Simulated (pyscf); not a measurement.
Structures and frequencies: ωB97X-D3(BJ)/def2-SVP in PySCF.

Question: For F–SiH•–O–SiH₃ (SMILES F[SiH]O[SiH3]) + H₂O (SMILES O) → HO–Si•(F)–O–SiH₃ (SMILES O[Si](F)O[SiH3]) + H₂ (SMILES [H][H]), a four-centre exchange (doublet surface; H–Si, H–O broken, O–Si, H–H formed), PBE/def2-TZVP gives ΔE‡ = 26.0 kcal/mol and ΔE = -20.7 kcal/mol (zero: the separated reactants). In which direction and how far do r²SCAN/def2-TZVP, M06-2X/def2-TZVP, ωB97M-D3(BJ)/def2-TZVP move these?

Answer: r²SCAN: ΔE‡ = 27.1 kcal/mol, ΔE = -23.9 kcal/mol; M06-2X: ΔE‡ = 31.1 kcal/mol, ΔE = -24.9 kcal/mol; ωB97M-D3(BJ): ΔE‡ = 32.0 kcal/mol, ΔE = -21.4 kcal/mol. PBE's barrier lies under all of them, by 1.2 to 6.0 kcal/mol. Its reaction energy lies over all of them, by 0.7 to 4.2 kcal/mol. At the saddle there is also a short H–Si contact that neither side keeps. HO–Si•(F)–O–SiH₃ lies 5.9 kcal/mol over its isomer HO–SiH(F)–O–SiH₂• (electronic energy, ωB97M-D3(BJ)/def2-TZVP). This is the saddle that the search found; another between the same sides may lie lower.
